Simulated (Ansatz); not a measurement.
Relaxation of CH4NSi (7 atoms, charge 0, multiplicity 2), to a largest force component of 0.02 eV/Å in at most 50 steps.

Method: UKS PBE0/6-31G* (Ansatz).

```xyz
7
Properties=species:S:1:pos:R:3
N -0.980 0.496 -0.522
C 0.145 0.142 0.223
Si 1.335 -1.101 -0.370
H -1.483 -0.281 -0.923
H -1.586 1.189 -0.108
H 0.506 0.981 0.815
H 2.063 -1.427 0.885
```

Q: Where does it end, and by what steps?

A: The forces met the threshold. After 9 steps the energy has fallen by 0.305 eV; H7 moved furthest, 0.40 Å.

```json
{"step": "0", "energy less start (eV)": "0.0000", "largest force component (eV/Å)": "1.284", "accepted": "yes"}
{"step": "1", "energy less start (eV)": "-0.1437", "largest force component (eV/Å)": "1.105", "accepted": "yes"}
{"step": "2", "energy less start (eV)": "-0.1979", "largest force component (eV/Å)": "1.049", "accepted": "yes"}
{"step": "3", "energy less start (eV)": "-0.2465", "largest force component (eV/Å)": "0.609", "accepted": "yes"}
{"step": "4", "energy less start (eV)": "-0.2003", "largest force component (eV/Å)": "0.790", "accepted": "no"}
{"step": "5", "energy less start (eV)": "-0.2944", "largest force component (eV/Å)": "0.246", "accepted": "yes"}
{"step": "6", "energy less start (eV)": "-0.2976", "largest force component (eV/Å)": "0.194", "accepted": "yes"}
{"step": "7", "energy less start (eV)": "-0.3039", "largest force component (eV/Å)": "0.112", "accepted": "yes"}
{"step": "8", "energy less start (eV)": "-0.3051", "largest force component (eV/Å)": "0.038", "accepted": "yes"}
{"step": "9", "energy less start (eV)": "-0.3052", "largest force component (eV/Å)": "0.007", "accepted": "yes"}
```

```xyz
7
Properties=species:S:1:pos:R:3
N -1.010 0.434 -0.385
C 0.153 0.117 0.199
Si 1.130 -1.400 -0.274
H -1.388 -0.160 -1.112
H -1.550 1.251 -0.139
H 0.441 0.842 0.962
H 2.224 -1.084 0.748
```

Whether the end is a true minimum wasn't checked by a vibrational analysis.

Run time: 26 s on 1 thread of Arm Neoverse V2 (shared host), peak memory 0.14 GiB.
